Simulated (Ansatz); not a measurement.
Europium, bcc: convergence with Fermi-Dirac smearing

Computed with Ansatz, PBE, scalar-relativistic PAW, on the relaxed cell (a = 4.388 Å; ferromagnetic, net 7.27 μB per atom). Errors count from a run at 420 eV on a Γ-centred 13×13×13 mesh with Fermi-Dirac smearing of 0.05 eV, extrapolated to zero width. Fixed here: cutoff 420 eV, mesh 10×10×10.

```csv
width (eV),E(σ→0) error (meV/atom),F error (meV/atom),P (GPa),sphere moment (μB),SCF iterations
0.01,1.7,1.3,-0.14,7.02,18
0.03,1.3,-1.1,-0.06,7.03,18
0.1,6.7,-28.4,0.00,7.04,21
0.2,18.4,-148.6,0.07,7.03,20
0.3,12.3,-356.0,0.10,7.01,16
0.6,-18.1,-1405.6,0.24,6.74,17
1.0,649.2,-4166.3,1.25,4.98,19
```
